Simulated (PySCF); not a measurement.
Species: C₂H₅O (doublet state).
Numbering: `[CH3:1][CH2:2][O:3]` (hydrogens: H4, H5, H6 on C1; H7, H8 on C2)

Structure used (PBE0-D3(BJ)/def2-SVP), in Å, numbered top down from 1:
```xyz
8
C2H5O angstrom
C      0.7845    0.0968    0.0475
C     -0.7180   -0.0993   -0.0449
O     -1.3980    0.8240   -0.7598
H      1.2540   -0.6985    0.6470
H      1.2373    0.0867   -0.9553
H      1.0184    1.0651    0.5150
H     -1.1863   -0.1543    0.9678
H     -0.9737   -1.1018   -0.4665
```

Theory: PySCF 2.14.0, UKS B3LYP, IGLO-III on C O, pcH-1 on H, non-relativistic, mean-field spin-orbit, GIAO. Geometry: PBE0-D3(BJ)/def2-SVP; no solvent, vibrations or thermal averaging.

Output of the driver script. The program numbers atoms from 0.

```
UKS, coarse grid
  cycle   1  E = -154.30443444  |g| = 5.17e-01
  cycle   2  E = -153.97482650  |g| = 1.06e+00
  cycle   3  E = -154.43494952  |g| = 8.70e-02
  cycle   4  E = -154.43748132  |g| = 7.06e-02
  cycle   5  E = -154.43978699  |g| = 1.24e-02
  cycle   6  E = -154.43990699  |g| = 2.95e-03
  cycle   7  E = -154.43991163  |g| = 1.11e-03
  cycle   8  E = -154.43991275  |g| = 3.96e-04
UKS, final grid
  cycle   1  E = -154.43990861  |g| = 4.22e-04
  cycle   2  E = -154.43990859  |g| = 5.06e-04
  cycle   3  E = -154.43990871  |g| = 5.12e-05
  cycle   4  E = -154.43990871  |g| = 3.84e-05
  cycle   5  E = -154.43990872  |g| = 2.79e-05
E = -154.43990872 Eh   <S^2> = 0.7541 (exact 0.7500)
g shifts (ppm)      1          2          3
  rmc          -277       -277       -277
  gc             -7         37         48
  oz_so          15       6037      48971
  total        -269       5797      48742
hyperfine (MHz)  atom isotope    a_iso     a_fc   dipolar eigenvalues
    0   13C      -6.72      -6.72     -1.09     -0.74      1.82
    1   13C     -39.44     -39.44     -7.61      3.37      4.24
    2   17O     -48.77     -48.77   -255.50    127.43    128.08
    3    1H      -2.65      -2.65     -2.12     -2.00      4.12
    4    1H       3.48       3.48     -3.39     -2.94      6.33
    5    1H       3.52       3.52     -3.39     -2.95      6.33
    6    1H     217.56     217.56     -8.86     -3.59     12.45
    7    1H     222.05     222.05     -8.90     -3.56     12.46
```

Problem. The run flagged its g tensor. What set off the flag, and which results does it touch?

Solution. The largest g shift is +0.049, past the limit of 0.03 at which the run flags a species of elements up to argon. The orbital-Zeeman/spin–orbit term is second order, a sum of spin–orbit matrix elements over excitation energies, so it grows and becomes less reliable as an excited state comes close; a shift of this size calls for a check with another method. The contact and dipolar couplings don't rest on that expansion, but they belong to the state that the SCF found, and a close-lying state with the spin in another orbital would have other couplings; no stability test was run.

Problem. Where is the spin in this solution (atoms counted from 1)?

Solution. The Mulliken spin populations are largest on O3 (+0.89), H8 (+0.10), H7 (+0.10) and C2 (-0.08). No atom but O3 exceeds +0.15. The unrestricted determinant has ⟨S²⟩ = 0.7541 (exact 0.7500), so spin contamination is small. 

Problem. Average a_iso over equivalent nuclei, turn it into first-order splittings with g = 2.0023, and give the multiplets for abundant isotopes (0.05 mT or more).

Solution. 
```csv
nuclei (from 1),isotope,I,position,a_iso (MHz),|a| (mT),splits into
H7/H8,1H,1/2,2 bonds from O3,219.8,7.84,1:2:1 triplet
H4/H5/H6,1H,1/2,3 bonds from O3,1.5,0.05,1:3:3:1 quartet
```

Means are taken over nuclei equivalent by connectivity, which assumes that they swap fast. The three 1H nuclei of mean +1.5 MHz run from -2.6 to 3.5 MHz in the frozen geometry.

The run took 8.0 s on an x86-64 server with one thread, no GPU (shared host).
